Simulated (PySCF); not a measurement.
Molecule: `InChI=1S/C5H8O/c1-4(6)5-2-3-5/h5H,2-3H2,1H3`.

Numbering as in the mapped SMILES `[CH3:1][C:2](=[O:3])[CH:4]1[CH2:5][CH2:6]1`; H(Xn) means a hydrogen on atom n. Ha(C5), Ha(C6) are cis to C2 on the ring; Hb(C5), Hb(C6) are trans to C2 on the ring.

Spin–spin couplings on one PBE0-D3(BJ)/def2-SVP geometry, PySCF 2.14.0 with density-fitted response routines, gas phase, non-relativistic, equivalent pairs averaged (without the spin–dipole term); isotopes ¹H; functional B3LYP.

Reference values (Hz): ³J(H(C4),Hb(C5)) = 7.9 (measured; solution (compiled); Pretsch, Buehlmann, Badertscher, Structure Determination of Organic Compounds, 4th ed., Springer 2009); ³J(H(C4),Ha(C5)) = 4.6 (measured; solution (compiled); Pretsch, Buehlmann, Badertscher, Structure Determination of Organic Compounds, 4th ed., Springer 2009); ²J(Ha(C5),Hb(C5)) = -3.5 (measured; solution (compiled); Pretsch, Buehlmann, Badertscher, Structure Determination of Organic Compounds, 4th ed., Springer 2009).

Task: How do the couplings (Hz) change with the basis set? Times are CPU seconds on shared hosts with different chips, so compare them loosely. Far from the basis limit: 6-31G*, pcJ-0, 6-31G-J, def2-TZVP, cc-pVTZ.

Result: 
```
basis set  functions  ³J(H(C4),Hb(C5))  ³J(H(C4),Ha(C5))  ²J(Ha(C5),Hb(C5))  mean abs. error  core-s
   6-31G*        100               7.5               3.0               -5.8              1.4     9.1
    pcJ-0        102               7.6               4.1               -4.5              0.6     9.3
  6-31G-J        104               9.0               3.9               -6.9              1.7     9.9
def2-TZVP        234               7.2               3.8               -2.5              0.8      33
    pcJ-1        242               8.7               4.9               -3.5              0.4      22
  cc-pVTZ        292               7.3               3.9               -2.7              0.7      45
```

Errors compare magnitudes, without vibrational corrections, and the largest couplings weigh most in the mean. Closest: pcJ-1; furthest: 6-31G-J.

The Fermi-contact term samples the wavefunction at the nucleus, which is why sets with added tight s functions (names with J) are made for couplings. Agreement of an ordinary basis with the reference is then largely a cancellation of errors.
